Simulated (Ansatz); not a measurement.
The same path of AlClH2 + H (5 atoms, charge 0, multiplicity 2) was run twice with different band settings. Lost on the way: Al1–Cl2. Made: Cl2–H5.

All numbers below come from Ansatz, UKS LDA/def2-SVP.

Relaxed end points:

```xyz
5
Properties=species:S:1:pos:R:3
Al -0.001 0.000 -0.051
Cl -0.005 0.004 2.051
H 1.421 -0.001 -0.773
H -1.419 -0.001 -0.779
H 0.005 -0.002 4.622
```

```xyz
5
Properties=species:S:1:pos:R:3
Al 0.000 0.000 -0.149
Cl 0.000 0.000 2.936
H 1.388 0.000 -0.990
H -1.388 0.000 -0.990
H -0.001 0.001 4.263
```

Common settings: spring 5.0 eV/Å²; optimiser quadratic models (default); start path through a guess of the saddle point; force threshold 0.05 eV/Å; iteration limit 60; end points relaxed.

| run | movable images | climbing image |
| --- | --- | --- |
| 1 | 7 | yes |
| 2 | 6 | no |

(1) What does each run give, and how far can it be trusted?

Answers

(1) Run 1: converged after 6 iterations, highest image 0.614 eV above the first end. A vibrational analysis at the climbing image gives 3 clearly imaginary modes (429i, 112i, 64i cm⁻¹): a point of higher order, so a lower path passes nearby.
Run 2: converged after 5 iterations, highest image 0.614 eV above the first end. No image climbed, so the highest image needn't sit at the top of the path.
